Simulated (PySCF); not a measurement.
Process, species as SMILES: C=C (C2H4) → [CH-]=C + H+
B3LYP-D3(BJ)/def2-TZVP geometries, fixed; electronic energies without zero-point terms.

Effect of the grid level at B3LYP/def2-SVP with PySCF, against the last row, where the deprotonation energy is 428.52 kcal/mol.

| setting | grid points, largest species | largest shift of a total energy (mEh) | shift of the deprotonation energy (kcal/mol) |
|---|---|---|---|
| grids.level: 0 | 4656 | 16.621 | 0.173 |
| grids.level: 1 | 20248 | -0.008 | 0.001 |
| grids.level: 2 | 43904 | 0.001 | 0.000 |
| grids.level: 3 | 67472 | 0.000 | 0.000 |
| grids.level: 4 | 120048 | 0.000 | 0.000 |
| grids.level: 5 | 180120 | 0.000 | 0.000 |
| grids.level: 7 | 373672 | 0.000 | 0.000 |

Within 0.02 kcal/mol in the deprotonation energy: grids.level: 1; grids.level: 2; grids.level: 3; grids.level: 4; grids.level: 5. The largest shift is 16.621 mEh in a total energy and 0.173 kcal/mol in the difference.
